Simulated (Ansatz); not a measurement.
Compare A (`C=NC(=C)C`) with its isomer B (`CCCC#N`).

Isolated molecules relaxed with PBE0-D4/def2-TZVP in Ansatz; ΔE leaves out vibrations. CCSD(T)/CBS adds triple-zeta CCSD(T) − MP2 to the extrapolated MP2 energy (def2 sets, frozen cores). Functionals use def2-TZVPP. B3LYP here is the variant with VWN-RPA as its local correlation; programs differ in this. Each species was taken in one conformer, which may not be the lowest.

(1) Which is lower in electronic energy at CCSD(T)/CBS, and by how much? (Best estimate.)

(2) Give E(B) − E(A) in kJ/mol with CCSD/def2-TZVPP, PBE0-D4, r2SCAN-D4, ωB97M-V, PBE-D4, B3LYP-D4, B3LYP. (An estimate is asked.)

Largest T1 diagnostic: 0.012.

Results:

(1) The calculation gave: B, by 104.4 kJ/mol.

(2) Computed: CCSD/def2-TZVPP -113.6, PBE0-D4 -93.1, r2SCAN-D4 -91.6, ωB97M-V -102.6, PBE-D4 -84.2, B3LYP-D4 -89.7, B3LYP -94.0. None reverses the order clearly.

From PBE to PBE0 (25 % exact exchange), in def2-TZVPP and without D4, E(B) − E(A) moves by −8.4 kJ/mol. The D4 term adds +4.3 kJ/mol with B3LYP and +2.2 kJ/mol with PBE0; it sums over pairs of atoms, weighted by their polarisabilities, and B3LYP, whose exchange is more repulsive, gets the larger term.
